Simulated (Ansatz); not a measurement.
# CH₆B₂ (SMILES BBC): single points off equilibrium

A test off equilibrium: a structure displaced at random from a GFN2-xTB minimum is computed at several levels, and each is set against CCSD(T).

Program: Ansatz 0.2.0, Gaussian basis. Level of theory: single points in def2-TZVPP. These are calculated values, not measurements.

Cores are frozen in the correlated methods.

## (1) Where the work starts

9 atoms, charge 0, spin multiplicity 1.

Atoms are counted from 1 here; the program's logs count them from 0.

Bond lengths: B1–B2 1.568 Å, B1–H4 1.112 Å, B1–H5 1.222 Å, B2–C3 1.581 Å, B2–H6 1.176 Å, C3–H7 1.051 Å, C3–H8 1.093 Å, C3–H9 1.040 Å. Angles: B2–B1–H4 125.7°, B2–B1–H5 121.4°, H4–B1–H5 112.7°, B1–B2–C3 123.6°, B1–B2–H6 122.9°, C3–B2–H6 113.5°, B2–C3–H7 110.9°, B2–C3–H8 112.8°, B2–C3–H9 113.0°, H7–C3–H8 105.0°, H7–C3–H9 107.2°, H8–C3–H9 107.4°.

As a file:

```
B    -0.6242    0.7637   -1.1919
B    -0.2995    0.4169    0.3026
C     0.6064   -0.8018    0.7409
H    -1.5211    0.4269   -1.7559
H     0.0712    1.5392   -1.8314
H    -0.7226    1.0362    1.2079
H     0.0351   -1.5368    1.2298
H     1.0636   -1.3168   -0.1075
H     1.3727   -0.5259    1.3879
```

## (2) CCSD(T)/def2-TZVPP

The input, run/in.yaml:

```yaml
crystal:
  periodic: [false, false, false]
  atoms:
    - {symbol: B, position_ang: [-0.624200, 0.763700, -1.191900]}
    - {symbol: B, position_ang: [-0.299500, 0.416900, 0.302600]}
    - {symbol: C, position_ang: [0.606400, -0.801800, 0.740900]}
    - {symbol: H, position_ang: [-1.521100, 0.426900, -1.755900]}
    - {symbol: H, position_ang: [0.071200, 1.539200, -1.831400]}
    - {symbol: H, position_ang: [-0.722600, 1.036200, 1.207900]}
    - {symbol: H, position_ang: [0.035100, -1.536800, 1.229800]}
    - {symbol: H, position_ang: [1.063600, -1.316800, -0.107500]}
    - {symbol: H, position_ang: [1.372700, -0.525900, 1.387900]}
basis:
  gaussian: {orbitals: def2-TZVPP}
correlation: {method: ccsd_t}
output: {forces: true}
```

No record of the launch command was kept for these runs.

## (3) PBE0-D4/def2-TZVPP

Changes to run/in.yaml since step 2:

```diff
@@ -14,3 +14,3 @@
   gaussian: {orbitals: def2-TZVPP}
-correlation: {method: ccsd_t}
-output: {forces: true}
+hamiltonian: {xc: pbe0, dispersion: d4}
+output: {forces: true, orbitals: {seedname: orbitals}}
```

## (4) wB97M-V/def2-TZVPP

Changes to run/in.yaml since step 3:

```diff
@@ -14,3 +14,3 @@
   gaussian: {orbitals: def2-TZVPP}
-hamiltonian: {xc: pbe0, dispersion: d4}
-output: {forces: true, orbitals: {seedname: orbitals}}
+hamiltonian: {xc: {name: wB97M-V}}
+output: {forces: true}
```

## (5) r2SCAN-D4/def2-TZVPP

Changes to run/in.yaml since step 4:

```diff
@@ -14,3 +14,3 @@
   gaussian: {orbitals: def2-TZVPP}
-hamiltonian: {xc: {name: wB97M-V}}
+hamiltonian: {xc: r2scan, dispersion: d4}
 output: {forces: true}
```

## (6) PBE-D4/def2-TZVPP

Changes to run/in.yaml since step 5:

```diff
@@ -14,3 +14,3 @@
   gaussian: {orbitals: def2-TZVPP}
-hamiltonian: {xc: r2scan, dispersion: d4}
+hamiltonian: {xc: pbe, dispersion: d4}
 output: {forces: true}
```

## (7) HSE06-D4/def2-TZVPP

Changes to run/in.yaml since step 6:

```diff
@@ -14,3 +14,3 @@
   gaussian: {orbitals: def2-TZVPP}
-hamiltonian: {xc: pbe, dispersion: d4}
+hamiltonian: {xc: hse06, dispersion: d4}
 output: {forces: true}
```

## (8) revPBE-D4/def2-TZVPP

Changes to run/in.yaml since step 7:

```diff
@@ -14,3 +14,3 @@
   gaussian: {orbitals: def2-TZVPP}
-hamiltonian: {xc: hse06, dispersion: d4}
+hamiltonian: {xc: {name: revPBE}, dispersion: d4}
 output: {forces: true}
```

(Steps that only read results are left out.)

Before running it: what results should come out? Wanted: energy less free atoms, CCSD(T)/def2-TZVPP; RMS force component; RMS force error; HOMO and LUMO, PBE0-D4; T1 diagnostic.

The runs gave:

| quantity | value |
| --- | --- |
| energy less free atoms, CCSD(T)/def2-TZVPP | -3063.5 kJ/mol |
| RMS force component | 1.030 to 1.082 eV/Å over the methods |
| RMS force error | PBE0-D4 0.148, wB97M-V 0.104, r2SCAN-D4 0.182, PBE-D4 0.268, HSE06-D4 0.150, revPBE-D4 0.240 eV/Å |
| HOMO and LUMO, PBE0-D4 | -8.29 and -1.53 eV |
| T1 diagnostic | 0.011 |

What this shows: Against CCSD(T) the functionals' energies less atoms differ by -116.9 to -56.2 kJ/mol, PBE-D4 by -116.9 kJ/mol. A larger basis would deepen the CCSD(T) value, while the functionals are nearly converged already, so the order here is not reliable. The forces of wB97M-V come nearest to CCSD(T), those of PBE-D4 are farthest.
